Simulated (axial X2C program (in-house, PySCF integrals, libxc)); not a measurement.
# SF: from Re and ωe to a spectrum

A bond curve at the CCSD(T) level, 2c, was computed with an axial X2C code built on PySCF integrals (basis S dyall-av3z [9s8p3d2f], F dyall-av3z [7s6p3d2f] (cores contracted in-house)) for the state Ω = 3/2 (⟨Sz⟩ = 0.50, ⟨Lz⟩ = 1.00 at HF). Its fit gives Re = 1.6168 Å, ωe = 827.6 cm⁻¹, ωexe = 4.43 cm⁻¹ and αe = 4.286e-03 cm⁻¹; the masses are 31.9721 and 18.9984 u. Two-component means X2C with spin–orbit coupling and atomic mean-field Coulomb and Gaunt terms.

Correlated methods: 13 electrons correlated (number of frozen shells: S 2 s, 1 p; F 1 s), 195 virtual spin orbitals or spinors in MP2, 90 natural virtuals in coupled cluster.

Q: Find the reduced mass, Be and the force constant.

A: From the CCSD(T) values: μ = 11.9171 u. Be = 16.8576/(μ Re²) = 0.5411 cm⁻¹. k = 5.8918×10⁻⁷ μ ωe² = 4.81 mdyn/Å.

Q: Estimate the centrifugal constant by the Kratzer relation.

A: D = 4Be³/ωe² = 9.25e-07 cm⁻¹.

Q: Estimate De from a Morse curve and compare with the computed well depth of 3.406 eV to S + F.

A: De(Morse) = ωe²/(4ωexe) = 4.792 eV against 3.406 eV computed, a ratio of 1.41. The extrapolation overshoots: the well softens faster than a Morse curve, or the lowest atomic limit lies below the one to which the curve heads.

Q: A Morse curve ties αe to the other constants (Pekeris). How well does that hold?

A: αe(Morse) = 6Be²/ωe × (√(ωexe/Be) − 1) = 3.951e-03 cm⁻¹; the CCSD(T) curve gives 4.286e-03 cm⁻¹, a ratio of 0.92.

Q: Where do the fundamental and the first overtone lie?

A: ν(1←0) = ωe − 2ωexe = 818.7 cm⁻¹; ν(2←0) = 2ωe − 6ωexe = 1628.6 cm⁻¹.

One determinant describes the state; a PBE0 search over occupations chose it and may have missed a lower one. De is counted from the lowest determinant-based energies of the atoms at the same level, without counterpoise correction. CCSD and (T) use frozen natural virtuals with an MP2 correction for the truncation; (T) itself is uncorrected, so its De runs slightly low.
